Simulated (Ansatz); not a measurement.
This geometry of C$_{2}$H$_{4}$NO (8 atoms, charge -1, multiplicity 1) is a first-order saddle point.

All numbers below come from RKS PBE0-D4/def2-SVP (Ansatz 0.2.0).

```xyz
8
Properties=species:S:1:pos:R:3
C -0.227 0.914 0.594
O 0.919 0.219 0.322
C 0.604 -1.190 -0.078
N 0.321 -1.171 -1.334
H -0.896 0.373 1.314
H 0.022 1.897 1.048
H -0.856 1.112 -0.306
H 0.114 -2.153 -1.560
```

(1) Which two structures does it join? (They come from a converged band through this point; their orientation in space is the band's.)

(2) How far does it lie above each of them?

Results:

(1) No bond is made or broken. The dihedral C1–O2–C3–N4 goes from 0 to 180°.

Initial state:

```xyz
8
Properties=species:S:1:pos:R:3
C -0.184 0.877 0.545
O 1.020 0.188 0.390
C 1.016 -0.993 -0.410
N -0.180 -1.220 -0.871
H -0.978 0.252 1.003
H 0.007 1.757 1.190
H -0.611 1.215 -0.421
H -0.089 -2.076 -1.427
```

Final state:

```xyz
8
Properties=species:S:1:pos:R:3
C -0.406 1.123 0.399
O 0.482 0.330 -0.281
C 0.151 -1.081 -0.219
N 1.042 -1.729 -0.895
H -1.186 0.486 0.870
H 0.087 1.721 1.201
H -0.917 1.859 -0.267
H 0.747 -2.708 -0.808
```

(2) 0.36 eV above the first and 0.29 eV above the second. This is the barrier of this one path; another mechanism may lie lower. Limits of this set-up: an anion without diffuse functions, the dipole of an ion depends on the origin.

Run time: 57 s on 1 thread of AMD EPYC 9R45 96-Core Processor (Zen 5) (shared host), peak memory 0.16 GiB.
